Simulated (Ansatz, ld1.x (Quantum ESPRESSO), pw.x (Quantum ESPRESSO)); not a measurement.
pw.x on sc Si: one setting changed

Potential: norm-conserving Troullier–Martins (Kleinman–Bylander form), ld1.x (Quantum ESPRESSO) 7.5, LDA (PW92); core [Ne], reference 3s2 3p2; waves: 3s (bound): rc 1.60 bohr; 3d channel at 0.05 Ry: rc 2.30 bohr; 3p (bound): rc 2.30 bohr; local part: the p channel; core correction: none.

The reference run (k-mesh 13³, cutoffs 50/200 Ry, Fermi–Dirac 0.01 Ry, mixing_beta 0.4, conv_thr 1e-9, no spin) gives -0.34 GPa at 15.704 Å³/atom, where all-electron LAPW gives 0.11 GPa. This run, with its own iteration cap, changes degauss to 0.005.

```
&control
  calculation='scf', prefix='x', pseudo_dir='./', outdir='./tmp', tstress=.true., disk_io='none'
/
&system
  ibrav=0, nat=1, ntyp=1, ecutwfc=50, ecutrho=200, nbnd=9,
  occupations='smearing', smearing='fd', degauss=0.005
/
&electrons
  conv_thr=1e-09, mixing_beta=0.4, electron_maxstep=50
/
ATOMIC_SPECIES
Si 1.0 Si.UPF
CELL_PARAMETERS angstrom
  2.50420625 0.00000000 0.00000000
  0.00000000 2.50420625 0.00000000
  0.00000000 0.00000000 2.50420625
ATOMIC_POSITIONS crystal
Si 0.0000 0.0000 0.0000
K_POINTS automatic
13 13 13 0 0 0
```

```bash
pw.x < Si.scf.in > Si.scf.out
```

Problem. How does the run end?

Solution. It converges in 5 iterations; the free energy moves by +9.9 meV/atom and the pressure by +0.00 GPa. In a metal, with Fermi–Dirac smearing, F lies below its zero-width value by a term in the square of the width.

```
Message from routine setup:
     using ibrav=0 with symmetry is DISCOURAGED, use correct ibrav instead
     lattice parameter (alat)  =       4.7323  a.u.
     unit-cell volume          =     105.9758 (a.u.)^3
     number of electrons       =         4.00
     number of Kohn-Sham states=            9
     kinetic-energy cutoff     =      50.0000  Ry
     charge density cutoff     =     200.0000  Ry
     scf convergence threshold =      1.0E-09
     Exchange-correlation= PW
     number of k points=    84  Fermi-Dirac smearing, width (Ry)=  0.0050
     iteration #  1     ecut=    50.00 Ry     beta= 0.40
     total energy              =      -7.91802673 Ry
     estimated scf accuracy    <       0.00363576 Ry
     iteration #  2     ecut=    50.00 Ry     beta= 0.40
     total energy              =      -7.91804495 Ry
     estimated scf accuracy    <       0.00130850 Ry
     iteration #  3     ecut=    50.00 Ry     beta= 0.40
     total energy              =      -7.91804566 Ry
     estimated scf accuracy    <       0.00000003 Ry
     iteration #  4     ecut=    50.00 Ry     beta= 0.40
     total energy              =      -7.91804568 Ry
     estimated scf accuracy    <          6.4E-09 Ry
     iteration #  5     ecut=    50.00 Ry     beta= 0.40
     the Fermi energy is     9.0149 ev
!    total energy              =      -7.91804568 Ry
     estimated scf accuracy    <          1.6E-10 Ry
     smearing contrib. (-TS)   =      -0.00042794 Ry
     The total energy is F=E-TS. E is the sum of the following terms:
     one-electron contribution =       3.97332985 Ry
     hartree contribution      =       0.12933974 Ry
     xc contribution           =      -2.42725527 Ry
     ewald contribution        =      -9.59303206 Ry
     convergence has been achieved in   5 iterations
          total   stress  (Ry/bohr**3)                   (kbar)     P=       -3.48
     Message from routine punch:
     Nothing written, as per user request (disk_io='none')
```

The run took about 3.7 s on one core of a shared server CPU.
